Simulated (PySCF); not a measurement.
Compound: C₅H₇O (charge +1).
SMILES: `C/C=C/CC#[O+]`

The closed-shell SCF was solved with PySCF and density fitting under several settings on one GFN2-xTB geometry (grid level 2 and gas phase unless stated).

```csv
settings,basis functions,SCF cycles,E (Eh),HOMO (eV),LUMO (eV)
PBE0/pcSseg-1,137,14,-269.2891,-12.86,-7.48
PBE0/def2-SVPD,179,14,-269.1371,-12.85,-7.50
"PW91/pcseg-1, grid level 4",119,16,-269.4833,-11.83,-8.60
LC-wPBE/def2-SVPD,179,14,-269.2716,-15.43,-5.10
"X3LYP/6-31G, IEF-PCM water",68,14,-269.5229,-7.97,-2.81
```

Question: Estimate the row for these settings: CAM-B3LYP/def2-SVP, start guess huckel.

Answer: 
```tsv
settings	basis functions	SCF cycles	E (Eh)	HOMO (eV)	LUMO (eV)
CAM-B3LYP/def2-SVP, start guess huckel	119	13	-269.2936	-14.05	-6.26
```

Question: Over all rows, what range does the HOMO–LUMO gap span?

Answer: From 3.23 eV (PW91/pcseg-1, grid level 4) to 10.33 eV (LC-wPBE/def2-SVPD). The functional of the narrowest has no exact exchange, that of the widest range-separated exact exchange.

Question: Compare two rows with the functional PBE0: PBE0/pcSseg-1 and PBE0/def2-SVPD. Which energy is lower, and by how much?

Answer: PBE0/pcSseg-1 (137 functions) lies 0.1520 Eh or 95 kcal/mol below PBE0/def2-SVPD (179 functions). The smaller set gives the lower energy; the two sets aren't nested, so the variational bound doesn't order them by size.

Cycle counts include a coarse-grid stage where the run had one. The species at its GFN2-xTB geometry (one conformer only).

The values belong to the conformer `[CH3:1]/[CH:2]=[CH:3]/[CH2:4][C:5]#[O+:6]`: C2–C3–C4–C5 91°.
